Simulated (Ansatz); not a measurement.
# SiH2, singlet: reading a ladder of total energies

Geometry: a PBE0/def2-TZVP stationary point for this spin, not checked as a minimum.

```yaml
atoms:
  - { symbol: Si, position_ang: [0.0000, -0.0715, 0.0000] }
  - { symbol: H, position_ang: [0.0000, 0.9958, -1.0900] }
  - { symbol: H, position_ang: [0.0000, 0.9958, 1.0900] }
```

Basis cc-pVDZ; Ansatz 0.2.0. Correlated methods freeze the noble-gas cores, which leaves 6 electrons in 23 orbitals. R marks a restricted (for open shells ROHF) determinant.

Full CI is exact within this basis and frozen core; it isn't the basis-set limit.

Runs differ by some tens of microhartree through their thresholds, so steps under 0.03 kcal/mol mean nothing.

```json
{"level": "RHF", "total energy (hartree)": "-290.018333"}
{"level": "RMP2", "total energy (hartree)": "-290.106674"}
{"level": "RCCSD", "total energy (hartree)": "-290.135176"}
{"level": "RCCSD(T)", "total energy (hartree)": "-290.137423"}
{"level": "RCCSDT", "total energy (hartree)": "-290.138026"}
{"level": "RCCSDT(Q)", "total energy (hartree)": "-290.138118"}
{"level": "RCCSDTQ", "total energy (hartree)": "-290.138140"}
{"level": "full CI", "total energy (hartree)": "-290.138141"}
```

Task: What is the correlation energy at full CI, and what share of it do RMP2 and RCCSDT recover?

Result: E(corr) = -290.138141 − (-290.018333) = -0.119808 hartree = -3.260 eV. RMP2: -0.088341 / -0.119808 = 73.74 %. RCCSDT: -0.119693 / -0.119808 = 99.90 %.

Task: By how many kcal/mol does RCCSD(T) miss full CI (1 hartree = 627.509 kcal/mol), and which steps make up the rest?

Result: -290.137423 − (-290.138141) = 0.000718 hartree = 0.45 kcal/mol. Steps: RCCSDT − RCCSD(T) = -0.38, RCCSDT(Q) − RCCSDT = -0.06, RCCSDTQ − RCCSDT(Q) = -0.01, full CI − RCCSDTQ = 0.00 kcal/mol. That is within 1 kcal/mol of the reference in this basis, which itself misses far more of the correlation at the basis-set limit.
